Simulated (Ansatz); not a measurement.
**hcp Sc**

Level of theory: PBE (PAW; Ansatz, an electronic-structure program).

Settings: plane-wave cutoff 520 eV, 18×18×10 k mesh (along the axes of the cell as run), Fermi–Dirac smearing 0.05 eV, scalar-relativistic PAW data made under PBE.

Cell: relaxed at this level.

```
Item                                               Result
------------------------------------------  -------------
volume per atom                             24.65 Å³/atom
bulk modulus B0                                  54.2 GPa
lattice parameter a                               3.320 Å
lattice parameter c                               5.165 Å
band gap                                             none
pressure derivative B′ of the bulk modulus            3.4
```

Measured, for comparison: bulk modulus 55.6 GPa (zero-point energy and finite temperature contributions removed, our sources range from 44.5 to 55.6; as tabulated in doi:10.1021/acs.jctc.3c00612); lattice constant a 3.309 Å, lattice parameter c 5.268 Å (293 K, no zero-point or thermal correction; as tabulated in Wikipedia's data pages). Computed (rounded) less measured: bulk modulus not scored (sources differ), lattice constant a +0.3 %, lattice parameter c -2.0 %. A static lattice is as a rule a little smaller and stiffer than an uncorrected measurement, which narrows the difference in the lattice parameter c and would widen misses of the other sign.

Note: the bulk modulus comes from volumes at which shape and atoms were relaxed.

The result took very roughly 2.7 core-minutes.
